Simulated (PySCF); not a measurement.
**Si3: relaxation and vibrations of the singlet**

Where does singlet Si3 go from a linear chain start, is the end point a minimum, and what are its modes, charges and moments?

Program: PySCF 2.14.0. Level of theory: PBE0, basis Si def2-TZVP, no relativity, density fitting. These are calculated values, not measurements.

### 1 The system as given

3 atoms, charge 0, spin multiplicity 1.

Bond lengths: Si1–Si2 2.204 Å, Si1–Si3 2.204 Å. Angles: Si2–Si1–Si3 180.0°.

```xyz
3
charge 0 multiplicity 1
Si    0.0000    0.0000    0.0000
Si    0.0000    0.0000    2.2040
Si    0.0000    0.0000   -2.2040
```

### 2 Finding the electronic state

The steps below are one call of a driver around PySCF. For each, scf.py gives the equivalent set-up of the SCF; relaxations use the driver's own optimiser. After this first run the driver tries any further starts and a stability analysis.

File scf.py:

```python
from pyscf import gto, scf, dft
mol = gto.M(atom='''
Si     0.000000     0.000000     0.000000
Si     0.000000     0.000000     2.204000
Si     0.000000     0.000000    -2.204000''',
    basis={'Si': 'def2-TZVP'},
    charge=0, spin=0)
mf = dft.RKS(mol, xc='PBE0')
mf.grids.atom_grid = (50, 194)
aux = {'Si': 'def2-universal-JKFIT'}
mf = mf.density_fit(auxbasis=aux)
mf.conv_tol = 1e-08
mf.diis_space = 10
mf.max_cycle = 60
mf.init_guess = 'minao'
mf.verbose = 4
mf.kernel()
```

Started as:

```console
$ OMP_NUM_THREADS=2 python axn.py task.json out
```

After this run come: Relaxation: linear chain start, singlet; Frequencies; Leaving the saddle point; Frequencies.

Q: Predict the outcome of this session. Wanted: minimum; geometry; wavenumbers; dipole moment; highest occupied, lowest empty level; polar-tensor charge of Si1; zero-point energy; atomisation energy.

The runs gave:

| quantity | value |
| --- | --- |
| minimum | singlet, C2v |
| geometry | Si–Si 2.170 Å (×2); Si–Si–Si 78.6° |
| wavenumbers (cm⁻¹) | 196 (a1), 553 (b2), 568 (a1) |
| dipole moment | 0.42 D |
| highest occupied, lowest empty level | -6.22, -3.75 eV |
| polar-tensor charge of Si1 | -0.31 e |
| zero-point energy | 7.9 kJ/mol |
| entropy at 298.15 K | 277.2 J/(mol K) |
| atomisation energy (no zero-point energy) | 706 kJ/mol |

The linear chain start (D∞h) ends in a minimum of C2v symmetry, after a stop at a second-order saddle point 86.1 kJ/mol higher, from which it was pushed off along an imaginary mode. The strongest infrared band lies at 553 cm⁻¹ (b2, stretch). Only this shape and spin were tried, so other structures or states may lie lower.
